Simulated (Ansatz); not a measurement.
in.yaml

```yaml
crystal:
  periodic: [false, false, false]
  atoms:
    - {symbol: Si, position_ang: [0.380730, 0.000000, 1.135219]}
    - {symbol: Al, position_ang: [-0.401112, 0.000000, -1.084943]}
    - {symbol: H, position_ang: [0.128620, 0.000000, -2.589200]}
basis:
  gaussian: {orbitals: def2-SVP}
magnetization: {spin_polarized: false}
correlation: {method: mp2, electrons: outside_noble_gas}
output: {forces: true}
```

```sh
$ ansatz run in.yaml --threads 1 --pin off --events-out ev --progress --plain --max-ram 2393MiB
```

(1) Roughly how long does this take on 1 thread of Arm Neoverse V1, shared host, and how much host memory?

```
377 factors; integrals over basis functions are off by at most 9.9e-4 eV
mean field evaluation 1: about -14452.1100 eV, gradient 7.2e0 eV
mean field evaluation 2: about -14452.1114 eV, gradient 7.2e0 eV
mean field evaluation 4: about -14452.5067 eV, gradient 7.9e-1 eV
mean field evaluation 8: about -14452.5172 eV, gradient 6.9e-4 eV
mean field evaluation 16: about -14452.5242 eV, gradient 2.9e-1 eV
mean field evaluation 32: about -14434.0789 eV, gradient 1.5e1 eV
mean field evaluation 64: about -14452.5901 eV, gradient 3.6e-2 eV
mean field evaluation 96: about -14452.5903 eV, gradient 3.3e-1 eV
mean field -14452.59007755 eV, -531.1228890325 hartree, gradient 3.3e-8 eV, S^2 0.000000; 8 other end points of the search recorded, 0 dependent functions left out; unrestricted orbitals would lower it
unrestricted determinant -14453.64811870 eV, -531.1617713275 hartree, S^2 1.2974
10 core orbitals not correlated: weight in the atoms' cores, before any rotation towards them, 1.000 or more for the frozen orbitals, at most 0.000 for the correlated occupied ones
reference -14452.59007755 eV, -531.1228890325 hartree; 4, 4 occupied and 27, 27 virtual orbitals, 377 factors
second order -3.45167075 eV of doubles, -0.00000000 eV of singles
the calculation of the forces begins
Total energy: -14456.04174830 eV, -531.2497355931 hartree
Atom 0 at     0.380730     0.000000     1.135219 Å, force    -0.104109    -0.000000     0.366769 eV/Å
Atom 1 at    -0.401112     0.000000    -1.084943 Å, force     0.448895    -0.000000    -0.368194 eV/Å
Atom 2 at     0.128620     0.000000    -2.589200 Å, force    -0.344786     0.000000     0.001425 eV/Å
Dipole moment:    -0.057706     0.000000    -0.242693 e Å
```

Forces (eV/Å):
```
Si  -0.104  0.000  0.367
Al   0.449  0.000 -0.368
H   -0.345  0.000  0.001
```

## Answers

(1) 1.1 s wall and 0.08 GiB.
